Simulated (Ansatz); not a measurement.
Total energies of (H3Si)2O (Si₂OH₆) from Ansatz at CCSD(T)/def2-TZVPP, gas phase (1 Eh = 27.2114 eV = 2625.5 kJ/mol). The reference geometry is relaxed at r2SCAN-D4/def2-TZVP.

Cartesian coordinates in Å:
```
Si -0.1587 0.9044 1.2707
H 1.1974 1.4908 1.4206
H -0.6614 0.4702 2.5947
H -1.0691 1.9335 0.7053
O -0.1015 -0.4041 0.2905
Si 0.1434 -0.9660 -1.2263
H 0.0765 -2.4453 -1.1887
H -0.9030 -0.4429 -2.1413
H 1.4764 -0.5406 -1.7254
```

```tsv
state	geometry	energy (Eh)
charge 0 singlet	reference	-656.91718
charge 1 doublet	reference	-656.49945
free Si atom (triplet)	–	-288.92770
free H atom (doublet)	–	-0.49981
free O atom (triplet)	–	-74.97674
```

Correlated methods freeze 11 core orbitals. In CCSD on the charge 1 doublet the largest single amplitude is 0.36, so its Hartree–Fock determinant may place the open shell otherwise than the density functionals do.

Q: Work out the vertical ionisation energy to the doublet.

A: E(charge 1 doublet) − E(charge 0 singlet) = -656.49945 − (-656.91718) = 0.41773 Eh = 11.37 eV.

Q: What is the binding energy per atom against free atoms?

A: Atoms: 2 × (-288.92770) + 6 × (-0.49981) + 1 × (-74.97674) = -655.83100 Eh. Binding: -655.83100 − (-656.91718) = 1.08618 Eh = 29.56 eV, or 3.28 eV for each of 9 atoms (no zero-point energy, no counterpoise term).

At CCSD(T)/def2-TZVPP T1 of the charge 1 doublet is large (up to 0.062), so the single-reference result is doubtful.
